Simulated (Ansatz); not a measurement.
CH$_{5}$Si, doublet, geometry from GFN2-xTB; SVWN5/6-31G in Ansatz (an electronic-structure program).

The Ansatz input:
Ansatz 0.2 input:
```yaml
crystal:
  periodic: [false, false, false]
  atoms:
    - {symbol: C, position_ang: [-0.00961888, 0.08558394, -1.20792711]}
    - {symbol: Si, position_ang: [0.00693370, 0.02337297, 0.68442733]}
    - {symbol: H, position_ang: [-0.03432110, -0.91899655, -1.62856536]}
    - {symbol: H, position_ang: [-0.87992760, 0.61839322, -1.58117006]}
    - {symbol: H, position_ang: [0.87474746, 0.58217174, -1.59770913]}
    - {symbol: H, position_ang: [-1.21559465, -0.53605201, 1.24797082]}
    - {symbol: H, position_ang: [1.21573735, -0.58624162, 1.22505378]}
basis:
  gaussian:
    orbitals: 6-31G
hamiltonian:
  xc: {name: SVWN5}
magnetization: {spin_polarized: false, initial_magnetization: 1}
```

It wrote (shortened):

```
Functional definition: SVWN5
427 factors; integrals over basis functions are off by at most 2.1e-4 eV
mean field evaluation 1: about -8944.4825 eV, gradient 4.9e1 eV
mean field evaluation 2: about -8944.4689 eV, gradient 4.9e1 eV
mean field evaluation 4: about -8950.2363 eV, gradient 7.4e0 eV
mean field evaluation 8: about -8950.4378 eV, gradient 5.4e-2 eV
mean field evaluation 16: about -8938.4741 eV, gradient 3.0e1 eV
mean field -8950.43779699 eV, -328.9225222147 hartree, gradient 1.9e-5 eV, S^2 0.750000; 0 other end points of the search recorded, 0 dependent functions left out
reference -8950.43782299 eV, -328.9225231701 hartree; 13, 12 occupied and 19, 20 virtual orbitals, 427 factors
Total energy: -8950.43782299 eV, -328.9225231701 hartree
```
